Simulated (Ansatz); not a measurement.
# CHSi (doublet): from Hartree-Fock to the top rungs at distance Si1–H3 = 1.817 Å, 6-31G

How much of the correlation energy of CHSi (doublet) does each wave-function method recover here?

The runs use Ansatz 0.2.0, Gaussian basis; 6-31G, core rule «outside noble gas», up to 6 orbitals frozen.

Plan: UHF; CCSD(T) on ROHF; CCSD(T) on UHF; BCCD(T) on ROHF; CISD; CCSDT(Q) on ROHF; CCSDT(Q) on UHF; CISDTQ; CCSDTQ on ROHF; CASSCF and MRCISD+Q, 3 electrons in 3 orbitals; CASSCF and NEVPT2, 3 electrons in 3 orbitals; CASSCF and MRCISD+Q, 9 electrons in 9 orbitals; CASSCF and MRCISD+Q(relaxed), 9 electrons in 9 orbitals; CASSCF and NEVPT2, 9 electrons in 9 orbitals; Full CI.

24 further runs of the same task are left out: 5 for a known fault of the program, 16 that didn't finish, 3 set aside as unsound or not needed.

### 1 The geometry

The geometry derives from a PBE0/def2-TZVP stationary point (not a proven minimum). One bond is set to the value named and the two fragments are kept rigid.

3 atoms, charge 0, spin multiplicity 2.

Atoms are counted from 1 here; the program's logs count them from 0.

Bond lengths: Si1–C2 1.726 Å.

### 2 UHF

Input file in.yaml:

```yaml
crystal:
  periodic: [false, false, false]
  atoms:
    - {symbol: Si, position_ang: [0.000000, 0.000000, -0.030243]}
    - {symbol: C, position_ang: [0.000000, 0.000000, -1.756513]}
    - {symbol: H, position_ang: [0.000000, 0.000000, 1.786757]}
basis:
  gaussian: {orbitals: 6-31G}
magnetization: {spin_polarized: true, initial_magnetization: 1}
hamiltonian: {xc: hf}
output: {orbitals: {seedname: orbitals}}
```

Started as:

```sh
> ansatz run in.yaml --threads 1 --pin off --events-out ev --progress --plain --max-ram 2393MiB
```

The runs that follow: CCSD(T) on ROHF; CCSD(T) on UHF; BCCD(T) on ROHF; CISD; CCSDT(Q) on ROHF; CCSDT(Q) on UHF; CISDTQ; CCSDTQ on ROHF; CASSCF and MRCISD+Q, 3 electrons in 3 orbitals; CASSCF and NEVPT2, 3 electrons in 3 orbitals; CASSCF and MRCISD+Q, 9 electrons in 9 orbitals; CASSCF and MRCISD+Q(relaxed), 9 electrons in 9 orbitals; CASSCF and NEVPT2, 9 electrons in 9 orbitals; Full CI.

Q: Predict the results of all the runs planned. Wanted: FCI below the RHF energy; RMP2 from FCI; UMP2 from FCI; RCCSD from FCI; RCCSD(T) from FCI; UCCSD(T) from FCI; RCCSDT(Q) from FCI; UCCSDT(Q) from FCI; NEVPT2 pair from FCI.

As calculated:

```
                         quantity                                                                                       value
         FCI below the RHF energy                                                                                  -5.1747 eV
                    RMP2 from FCI                                                                                  +925.0 meV
                    UMP2 from FCI                                                                                  +986.2 meV
                   RCCSD from FCI                                                                                  +372.1 meV
                RCCSD(T) from FCI                                                                                   +84.8 meV
                UCCSD(T) from FCI                                                                                   +93.4 meV
               RCCSDT(Q) from FCI                                                                                    +4.8 meV
               UCCSDT(Q) from FCI                                                                                    +1.9 meV
             NEVPT2 pair from FCI                                                                                 +1031.4 meV
           MRCISD+Q pair from FCI                                                                                  +119.3 meV
          NEVPT2 valence from FCI                                                                                  +293.8 meV
levels within 1 kcal/mol (43 meV)  RCCSDT(Q), UCCSDT(Q), RCCSDTQ, MRCISD valence, MRCISD+Q valence, MRCISD+Q(relaxed) valence
                    T1 diagnostic                                                                                       0.045
   effectively unpaired electrons                                                                                        1.33
```

In words: RCCSD(T) misses by +84.8 meV, 1.6 % of the correlation energy. MRCISD+Q(relaxed) valence falls below full CI: the +Q correction isn't variational, and the cores differ from full CI's. The occupations show some static correlation. Of the multireference levels listed MRCISD+Q(relaxed) valence comes nearest in total energy (-2.3 meV), which doesn't show that its space is the better one. Coupled cluster took another determinant than the lowest Hartree-Fock one. These misses are within one basis, not against nature; the frozen cores of restricted and unrestricted runs differ, which can shift their rows.
